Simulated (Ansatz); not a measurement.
`CS[SiH]` + NH₃ → `N[SiH]` + CH₃SH at 298.15 K and 1 bar (ligand exchange at the Si–S bond).

Isolated molecules relaxed with PBE0-D4/def2-TZVP in Ansatz; ΔE leaves out vibrations. CCSD(T)/CBS adds triple-zeta CCSD(T) − MP2 to the extrapolated MP2 energy (def2 sets, frozen cores). This one scheme is used for every species.

```csv
species,CCSD(T)/CBS energy (Eh),H − E (kJ/mol),S (J/(mol·K))
`CS[SiH]`,-727.28803,137.5,296.3
NH₃,-56.50880,100.5,192.4
`N[SiH]`,-345.56329,99.2,245.4
CH₃SH,-438.22835,133.0,253.2
```

H − E and S are ideal-gas, rigid-rotor, harmonic terms from PBE0-D4/def2-TZVP. 1 Eh = 2625.50 kJ/mol, R = 8.31446 J/(mol·K).

Q: By hand: ΔE, ΔH, ΔS and ΔG.

A: ΔE = (-345.56329) + (-438.22835) − (-727.28803) − (-56.50880) = 0.00519 Eh = 13.6 kJ/mol. Δ(H − E) = 99.2 + 133.0 − 137.5 − 100.5 = -5.8, so ΔH = 7.8 kJ/mol. ΔS = 245.4 + 253.2 − 296.3 − 192.4 = 9.9 J/(mol·K). ΔG = 7.8 − 298.15 × (9.9)/1000 = 4.8 kJ/mol.

Q: By hand: the equilibrium constant, and the temperature at which ΔG would vanish if ΔH and ΔS stayed fixed.

A: log₁₀ K = −ΔG/(RT ln 10) = -0.8. ΔG = 0 at ΔH/ΔS = 788 K, though so small a ΔH makes that figure unsure.

TΔS isn't small against ΔH here. The sign of ΔG lies within the doubt. A doubt of 5 kJ/mol in ΔE shifts log₁₀ K by 0.9 here. These are equilibria of isolated gas molecules and say nothing of rates. Largest T1 diagnostic: 0.016 (customary marks: 0.02 for closed shells, 0.045 for open ones).
